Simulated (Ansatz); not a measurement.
2H WSe2

Calculation: PBE-D4 (Ansatz, an electronic-structure program, plane waves, PAW).

Run with plane-wave cutoff 500 eV, 18×18×4 k mesh (along the axes of the cell as run), gaussian smearing 0.02 eV, no spin polarisation, scalar-relativistic PAW data made under PBE.

Cell (relaxed at this level):

```cif
data_Se4W2
_chemical_formula_sum 'W2 Se4'
_space_group_name_H-M_alt 'P 1'
_space_group_IT_number 1
_cell_length_a 3.27872
_cell_length_b 3.27872
_cell_length_c 12.83273
_cell_angle_alpha 90.000
_cell_angle_beta 90.000
_cell_angle_gamma 120.000
loop_
_space_group_symop_operation_xyz
  'x, y, z'
loop_
_atom_site_label
_atom_site_type_symbol
_atom_site_fract_x
_atom_site_fract_y
_atom_site_fract_z
_atom_site_occupancy
W1 W 0.66667 0.33333 0.75000 1
W2 W 0.33333 0.66667 0.25000 1
Se1 Se 0.33333 0.66667 0.88133 1
Se2 Se 0.66667 0.33333 0.11867 1
Se3 Se 0.66667 0.33333 0.38133 1
Se4 Se 0.33333 0.66667 0.61867 1
```

For 2H WSe2, the band gap comes out as 0.91 eV (on the SCF k mesh).

Measured, for comparison: band gap 1.2 eV (room temperature, not corrected to a static lattice, bulk 2H; as tabulated in Bastos et al. (2019), arXiv:1903.08112).

Spin–orbit coupling is not included.

The computed numbers hold no vibrational or temperature effects.
